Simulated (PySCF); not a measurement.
# AsH5S: the cost of one run

Programs: PySCF 2.14.0. All values are calculated, for the isolated system unless a continuum is named. Atoms count from 0, parts from 1.

### 1 The system as given

7 atoms, charge 0, multiplicity 1; geometry: GFN2-xTB. Parts: 1 = atoms 0–2, `S`, charge 0; 2 = atoms 3–6, `[AsH3]`, charge 0.

### 2 Geometry optimisation at PBE0-D3(BJ)/def2-TZVPD

What the job is given:

```
{"job": {"xc": "PBE0", "basis": "def2-TZVPD", "d3": "d3bj", "grid": 3, "kind": "geom", "shake": 0.01}, "charge": 0, "multiplicity": 1, "parts": [{"atoms": "0-2", "charge": 0, "multiplicity": 1}, {"atoms": "3-6", "charge": 0, "multiplicity": 1}]}
S      0.050042     0.459606     0.368528
H     -0.870823    -0.357003    -0.147983
H      0.851218     0.283112    -0.651978
As     1.540553    -2.451999     1.342708
H      2.766311    -1.713148     1.043445
H      1.400760    -1.740021     2.650198
H      2.320093    -3.535189     2.001028
```

Started as:

```console
OMP_NUM_THREADS=1 python cluster_run.py task.json out
```

This one command runs all jobs of the session in turn.

Q: Estimate the wall time and peak memory of this first job on 1 thread of Arm Neoverse N1, shared host.

About 72 s, with a peak of 0.61 GiB.
